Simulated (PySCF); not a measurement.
OH and its ions

M06-L; basis H def2-TZVPPD, O def2-TZVPPD; no relativity; PySCF 2.14. Neutral (UKS): doublet (π ↑), Re = 0.969 Å, ωe = 3751 cm⁻¹, De = 4.51 eV, HOMO -7.42 eV, LUMO -5.22 eV.

OH⁺ (UKS): triplet (π ↑↑), Re = 1.031 Å, ωe = 3145 cm⁻¹, De = 5.37 eV to H⁺ + O. The energies at the minima are -75.75535 hartree for OH and -75.28366 for OH⁺.

Question: Work out the adiabatic ionisation energy, without and with harmonic zero-point energies (1 hartree = 27.2114 eV, 1 eV = 8065.5 cm⁻¹), and the change of the bond length.

Answer: At M06-L: 0.47169 hartree = 12.835 eV between the minima; the zero-point term (3145.0 − 3751.0)/2 cm⁻¹ = -0.038 eV makes it 12.798 eV. Re changes by +6.2 pm against the neutral. The electron leaves a π orbital, which is non-bonding in a hydride.

For an ion De counts to the pair picked by the measured ionisation energies or electron affinities, which need not be the lowest pair at this level. States were picked by a PBE0 search and need not be the measured ground states.
